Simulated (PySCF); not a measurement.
Species: C₄H₄F₂.
Atom-mapped SMILES: `[CH2:1]=[CH:2][CH:3]=[C:4]([F:5])[F:6]` (hydrogens: H7, H8 on C1; H9 on C2; H10 on C3)

Cartesian coordinates in Å at the PBE0-D3(BJ)/def2-SVP level; atoms count from 1:
```xyz
10
C4H4F2 angstrom
C      1.859   -0.313    0.118
C      0.611   -0.248   -0.365
C     -0.527    0.240    0.389
C     -1.768    0.301   -0.098
F     -2.120   -0.072   -1.304
F     -2.807    0.743    0.565
H      2.685   -0.686   -0.491
H      2.094    0.005    1.139
H      0.415   -0.576   -1.391
H     -0.394    0.585    1.416
```

Computed with MP2 and CCSD/aug-cc-pVDZ in PySCF, restricted Hartree–Fock reference, 6 core orbitals frozen, non-relativistic, gas phase, PBE0-D3(BJ)/def2-SVP geometry.

E(HF) = -352.66954 Eh.

Question: How large is the problem?

Answer: 174 basis functions and 46 electrons; 6 orbitals frozen, which leaves o = 17 correlated occupied and v = 151 virtual orbitals. That is o·v = 2567 singles and o·v(o·v + 1)/2 = 3296028 distinct closed-shell doubles amplitudes before symmetry; the costliest CCSD step grows as o²v⁴ = 1.5 × 10^11.

Question: What are the MP2 and CCSD correlation energies?

Answer: MP2 -0.9434 Eh and CCSD -0.9796 Eh, which gives totals of -353.61297 and -353.64914 Eh. That is 0.784 eV for each correlated electron at CCSD (2572 kJ/mol in all, 0.277 % of the total energy); MP2 gives 96.3 % of the CCSD value.

Question: What is the T1 diagnostic?

Answer: 0.0131, below the customary warning level of 0.02. It is the norm of the spatial-orbital singles amplitudes over the root of the number of correlated electrons, so the norm is 0.076.

Question: How does correlation change the dipole moment?

Answer: HF gives 1.31 D and CCSD (unrelaxed density) 1.11 D, a change of -0.20 D.

Connected triples and the basis-set limit are missing.

One conformer stands for the species.
